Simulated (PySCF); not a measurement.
B3LYP has the VWN-RPA correlation part, as in Gaussian. 

## CH$_{3}$O, SMILES `[O]C` (charge 0, multiplicity 2)

Computed with PySCF with B3LYP-D3(BJ)/def2-TZVP.

```json
{
  "highest_occupied_spin_orbital": "-7.50 eV",
  "dipole_moment": "2.07 D",
  "total_energy": "-115.1063 Ha",
  "cost": "about 30 core-seconds (a rough figure)"
}
```

```xyz
5

C     -0.0397     0.0329     0.0195
O      1.3170    -0.0375     0.1226
H     -0.5576    -0.1221     0.9765
H     -0.3913     0.9429    -0.4869
H     -0.3283    -0.8162    -0.6317
```
Charge 0, spin multiplicity 2.
